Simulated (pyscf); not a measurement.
Structures and frequencies: ωB97X-D3(BJ)/def2-SVP in PySCF.

Question: Estimate the classical barrier height and the reaction energy of F–SiH(F)–O–SiH₃ + hydrogen (H₂) → F–SiH₂–O–SiH₃ + hydrogen fluoride (HF) at ωB97M-D3(BJ)/def2-TZVP. The step runs on the singlet surface, breaks F–Si, H–H and forms H–Si, F–H; take the separated reactants as zero.

Answer: ΔE‡ = 248.6 kJ/mol, ΔE = +146.7 kJ/mol. Zero-point energy shifts the barrier by +13.7 kJ/mol. It is a four-centre exchange, with an imaginary mode of 1045i cm⁻¹. One saddle was located; it need not be the lowest between these sides.
